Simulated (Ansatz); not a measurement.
C3H5ClO can be A, `OC/C=C/Cl`, or B, `C=C(O)CCl`.

Calculated with Ansatz (gas phase, PBE0-D4/def2-TZVP geometries, no zero-point term in ΔE). CCSD(T)/CBS is the MP2 limit (def2-TZVPP, def2-QZVPP) plus CCSD(T) − MP2 in def2-TZVPP, frozen cores. DFT in def2-TZVPP. B3LYP here is the variant with VWN-RPA as its local correlation; programs differ in this. One conformer a species, not always the lowest.

A:

Z-matrix (Å, degrees):
```
C
C 1 1.492
O 1 1.413 2 112.1
H 1 1.098 2 110.1 3 124.8
H 1 1.094 2 110.1 3 -117.0
C 2 1.323 1 122.2 3 -120.9
H 2 1.086 1 117.4 3 57.8
H 3 0.961 1 107.9 2 56.4
Cl 6 1.719 2 123.8 1 179.7
H 6 1.084 2 123.1 1 -0.8
```

B:

Z-matrix (Å, degrees):
```
C
Cl 1 1.789
C 1 1.486 2 111.8
H 1 1.090 2 106.4 3 120.7
H 1 1.086 2 107.4 3 -121.5
O 3 1.352 1 111.7 2 68.6
C 3 1.331 1 123.0 2 -112.8
H 6 0.962 3 109.4 1 -177.1
H 7 1.080 3 120.4 1 2.3
H 7 1.084 3 121.9 1 -178.1
```

Question: Which is lower in electronic energy at CCSD(T)/CBS, and by how much? (An estimate is asked.)

Answer: The calculation gave: B, by 6.4 kcal/mol.

Question: Give E(B) − E(A) in kcal/mol with MP2/def2-TZVPP, B3LYP-D4, CCSD/def2-TZVPP, PBE0-D4, ωB97M-V, r2SCAN-D4, HF/def2-TZVPP. (An estimate is asked.)

Answer: Ansatz gave: MP2/def2-TZVPP -6.6, B3LYP-D4 -6.9, CCSD/def2-TZVPP -6.2, PBE0-D4 -6.9, ωB97M-V -7.1, r2SCAN-D4 -7.4, HF/def2-TZVPP -6.5. None reverses the order clearly.

Largest T1 diagnostic: 0.011.
